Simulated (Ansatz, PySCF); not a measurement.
System: 1-chloropropane, C₃H₇Cl, net charge 0, singlet state. SMILES: CCCCl
Coordinates optimised at B3LYP-D3(BJ)/def2-TZVP (Ansatz, a program for electronic structure):
```xyz
11

C      0.8999    -0.6398     0.0082
C      2.3773    -0.2490     0.0173
C      0.0078     0.5856    -0.0017
H      0.6640    -1.2462     0.8852
H      0.6762    -1.2516    -0.8683
H      3.0115    -1.1363     0.0244
Cl    -1.7445     0.1396    -0.0126
H      2.6384     0.3393    -0.8652
H      2.6261     0.3447     0.8998
H      0.1587     1.2011     0.8831
H      0.1710     1.1957    -0.8881
```
Charge 0, spin multiplicity 1.

Quantity: atomisation energy (electronic, to ground-state atoms), in eV. Correlated levels leave the core frozen unless marked. Open shells are spin-unrestricted. No spin-orbit coupling. Non-relativistic. The coupled-cluster limit lacks core correlation, which all-electron functionals hold. Basis-set limits of correlation are two-point, X^-3; Hartree-Fock from the larger set. [CCSD(T)-MP2]/basis is that difference in the basis named.

| level | program | atomisation energy (eV) |
|---|---|---|
| PBE-D4/def2-TZVPD | Ansatz + dftd4 | 43.47 |
| BHLYP-D3(BJ)/def2-TZVPD | Ansatz + dftd3 | 41.84 |
| M06-2X/def2-TZVPD | PySCF | ___ |
| CAM-B3LYP-D3(BJ)/def2-TZVPD | Ansatz + dftd3 | 42.83 |
| wB97X-V/def2-TZVPD | Ansatz | ___ |
| RI-MP2/CBS(cc-pV(T+d)Z,cc-pV(Q+d)Z)+[CCSD(T)-MP2]/cc-pV(T+d)Z | Ansatz | ___ |

Task: What belongs in the gaps?

Result: 
- M06-2X/def2-TZVPD, atomisation energy (eV): 42.69
- wB97X-V/def2-TZVPD, atomisation energy (eV): 42.77
- RI-MP2/CBS(cc-pV(T+d)Z,cc-pV(Q+d)Z)+[CCSD(T)-MP2]/cc-pV(T+d)Z, atomisation energy (eV): 42.78
